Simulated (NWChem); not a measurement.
## Electron attachment to CH$_{3}$O

```
C
O 1 1.3547
H 1 1.1119 2 114.49
H 1 1.1123 3 110.68 2 -130.69
H 1 1.1191 3 105.72 4 -113.45
```
Charge 0, spin multiplicity 2.

The numbers come from NWChem runs, not from measurements. The geometry was optimised at UB3LYP/def2-SVP, a minimum by its harmonic frequencies.

Basis set: def2-TZVPD. The species with one electron more has spin multiplicity 1 and keeps the geometry of the parent. Δ marks differences of total energies (open shells unrestricted). −ε marks an orbital energy of the parent. That orbital need not have the symmetry of the hole or added electron in the Δ rows. The basis adds only a small set of diffuse functions.

B3LYP has NWChem's definition, with VWN1-RPA local correlation. The structure started from a generated list of species. No SCF solution was tested for a lower state.

Task: For the vertical electron affinity, ΔPBE gives 1.41 eV and −ε(beta LUMO) of PBE gives 5.34 eV. What do G0W0@PBE0, ΔCAM-B3LYP, −ε(beta LUMO) of BHandHLYP give?

Result: G0W0@PBE0: 1.21 eV; ΔCAM-B3LYP: 1.35 eV; −ε(beta LUMO) of BHandHLYP: 1.87 eV.
